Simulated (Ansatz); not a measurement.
# AlBPH (triplet): the correlation ladder, cc-pVDZ

How much of the correlation energy of AlBPH (triplet) does each wave-function method recover here?

The runs use Ansatz 0.2.0, Gaussian basis; cc-pVDZ, core rule «outside noble gas», up to 11 orbitals frozen.

The runs, in order: UHF; CCSD(T) on ROHF; CCSD(T) on UHF; BCCD(T) on ROHF; CISD; CCSDT(Q) on ROHF; CCSDT(Q) on UHF; CASSCF and NEVPT2, 10 electrons in 10 orbitals.

16 further runs of the same task are left out: 7 that didn't finish, 9 set aside as unsound or not needed.

## Step 1: What is computed

The geometry is a PBE0/def2-TZVP stationary point (not a proven minimum) of the parent state, kept for this charge and spin.

4 atoms, charge 0, spin multiplicity 3.

Atoms are counted from 1 here; the program's logs count them from 0.

Bond lengths: Al1–P2 2.410 Å, P2–B3 1.903 Å, P2–H4 1.417 Å. Angles: Al1–P2–B3 153.5°, Al1–P2–H4 109.6°, B3–P2–H4 96.9°.

## Step 2: UHF

File in.yaml:

```yaml
crystal:
  periodic: [false, false, false]
  atoms:
    - {symbol: Al, position_ang: [0.000000, -0.095312, 1.749815]}
    - {symbol: P, position_ang: [0.000000, 0.189551, -0.643168]}
    - {symbol: B, position_ang: [0.000000, -0.451689, -2.435182]}
    - {symbol: H, position_ang: [0.000000, 1.571307, -0.957031]}
basis:
  gaussian: {orbitals: cc-pVDZ}
magnetization: {spin_polarized: true, initial_magnetization: 2}
hamiltonian: {xc: hf}
output: {orbitals: {seedname: orbitals}}
```

The run is started by

```console
> ansatz run in.yaml --threads 1 --pin off --events-out ev --progress --plain --max-ram 2393MiB
```

The runs that follow: CCSD(T) on ROHF; CCSD(T) on UHF; BCCD(T) on ROHF; CISD; CCSDT(Q) on ROHF; CCSDT(Q) on UHF; CASSCF and NEVPT2, 10 electrons in 10 orbitals.

Before running them: what should the planned runs give, taken together? Wanted: UCCSDT(Q) below the RHF energy; RMP2 from UCCSDT(Q); UMP2 from UCCSDT(Q); RCCSD from UCCSDT(Q); RCCSD(T) from UCCSDT(Q); UCCSD(T) from UCCSDT(Q); RCCSDT(Q) from UCCSDT(Q); T1 diagnostic.

**Answer**, as computed:

| quantity | value |
| --- | --- |
| UCCSDT(Q) below the RHF energy | -7.0229 eV |
| RMP2 from UCCSDT(Q) | +34.59 kcal/mol |
| UMP2 from UCCSDT(Q) | +34.56 kcal/mol |
| RCCSD from UCCSDT(Q) | +8.75 kcal/mol |
| RCCSD(T) from UCCSDT(Q) | +1.90 kcal/mol |
| UCCSD(T) from UCCSDT(Q) | +1.89 kcal/mol |
| RCCSDT(Q) from UCCSDT(Q) | +0.06 kcal/mol |
| levels within 1 kcal/mol (43 meV) | RCCSDT, UCCSDT, RCCSDT(Q) |
| T1 diagnostic | 0.037 |

What this shows: RCCSD(T) lands +1.90 kcal/mol from the yardstick (1.2 % of the correlation energy). These misses are within one basis, not against nature; the frozen cores of restricted and unrestricted runs differ, which can shift their rows.
